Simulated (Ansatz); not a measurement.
Mulliken charges of C3H3ClN2, SMILES `C=C=NC(=N)Cl` from B3LYP/def2-TZVPP in Ansatz (PBE0-D4/def2-TZVP geometry).

```csv
atom,x (Å),y (Å),z (Å),charge (e)
C1,0.845,-1.901,-0.550,-0.265
C2,0.362,-0.697,-0.629,0.112
N3,-0.073,0.427,-0.794,-0.115
C4,-0.487,1.284,0.218,0.153
N5,-1.503,1.092,0.915,-0.215
Cl6,0.544,2.698,0.291,-0.088
H7,1.915,-2.059,-0.515,0.127
H8,0.175,-2.749,-0.502,0.129
H9,-1.689,1.861,1.550,0.163
```

Problem. By hand: the dipole of these point charges (1 e Å = 4.8032 D).

Solution. Σ q r = (0.016, -0.212, 0.100) e Å, of length 0.235 e Å = 1.13 D.

Problem. How does the dipole of the full density compare? (Estimate.)

Solution. Computed: (0.203, -0.146, 0.124) e Å, 1.34 D; the point charges give 0.84 times that, at 45° from its direction.

Point charges leave out the atoms' own dipoles, such as those of lone pairs, and Mulliken's split depends on the basis, so the two needn't agree.

B3LYP here is the variant with VWN-RPA as its local correlation; programs differ in this.
